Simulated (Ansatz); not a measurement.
Which isomer of HOSSi gives these data?

These gas-phase data were calculated for one isomer of HOSSi at r2SCAN-D4/def2-SVP (harmonic, unscaled wavenumbers; equilibrium rotational constants with average atomic masses):

* rotational constants: 38.23, 3.849, 3.497 GHz
* all wavenumbers above 1500 cm⁻¹: 2686
* dipole moment: 4.07 D (PBE0/def2-TZVPD)

Candidates:

(1) `O[Si]=S`, a doublet
(2) `O=[Si]S`, a doublet

**Question.** Which structure fits?

**Answer.** Candidate (2). No mode falls between 3300 and 4000 cm⁻¹, where the O–H stretch of (1) would stand.

The same quantities for all candidates:

```tsv
	rotational constants (GHz)	wavenumbers above 1500 cm⁻¹	dipole (D)	E above the lowest, r2SCAN-D4/def2-SVP (kcal/mol)
(1)	41.02, 4.008, 3.651	3795	1.95	0.0
(2)	38.23, 3.849, 3.497	2686	4.07	17.1
```

Each candidate is one conformer. Open shells are spin-unrestricted. Programs: Ansatz 0.2.0.
